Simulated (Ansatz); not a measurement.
# BH₄OSi+ (SMILES OB[SiH2+]): one structure at several levels

One table from this session's results is given with a row withheld; the runs are named, their logs left out.

The runs use Ansatz 0.2.0, Gaussian basis; single points in def2-TZVPP.

Correlated methods freeze the cores.

### Where the work starts

SMILES `OB[SiH2+]`, 7 atoms, charge 1, spin multiplicity 1.

Atoms are counted from 1 here; the program's logs count them from 0.

Bond lengths: O1–B2 1.393 Å, O1–H4 0.863 Å, B2–Si3 2.018 Å, B2–H5 1.050 Å, Si3–H6 1.646 Å, Si3–H7 1.330 Å. Angles: B2–O1–H4 111.1°, O1–B2–Si3 105.8°, O1–B2–H5 121.5°, Si3–B2–H5 132.7°, B2–Si3–H6 124.5°, B2–Si3–H7 127.9°, H6–Si3–H7 107.2°.

Geometry (Å):

```
O    -1.49430    0.22740   -0.47930
B    -0.25190   -0.31290   -0.80460
Si    0.99820    0.25050    0.67610
H    -2.11810   -0.10990   -0.97190
H    -0.10630   -0.85890   -1.69010
H     0.55100    0.45360    2.24690
H     2.32170    0.37070    0.62540
```

Set-up of the first run:

run/in.yaml reads:

```yaml
crystal:
  periodic: [false, false, false]
  atoms:
    - {symbol: O, position_ang: [-1.494300, 0.227400, -0.479300]}
    - {symbol: B, position_ang: [-0.251900, -0.312900, -0.804600]}
    - {symbol: Si, position_ang: [0.998200, 0.250500, 0.676100]}
    - {symbol: H, position_ang: [-2.118100, -0.109900, -0.971900]}
    - {symbol: H, position_ang: [-0.106300, -0.858900, -1.690100]}
    - {symbol: H, position_ang: [0.551000, 0.453600, 2.246900]}
    - {symbol: H, position_ang: [2.321700, 0.370700, 0.625400]}
basis:
  gaussian: {orbitals: def2-TZVPP}
total_charge: 1
correlation: {method: ccsd_t}
output: {forces: true}
```

The command line of these runs was not kept.

Steps of the session up to this table: CCSD(T)/def2-TZVPP; PBE0-D4/def2-TZVPP; wB97M-V/def2-TZVPP; r2SCAN-D4/def2-TZVPP; PBE-D4/def2-TZVPP; SPW92/def2-TZVPP; B97M-V/def2-TZVPP.

One table of the session follows, with a row left open; its other results are not shown here.

```
   method  RMS force component (eV/Å)  angle to CCSD(T) forces (°)
  CCSD(T)                       3.308                    reference
  PBE0-D4                       3.371                          2.2
  wB97M-V                       3.324                          1.7
r2SCAN-D4                       3.328                          1.2
   PBE-D4                       3.414                          3.1
    SPW92                           ?                            ?
   B97M-V                       3.238                          2.4
```

**Question.** Estimate the row for SPW92.

The run gave: RMS force component (eV/Å): 3.591; angle to CCSD(T) forces (°): 4.2. In the column «RMS force component (eV/Å)» it is the highest.
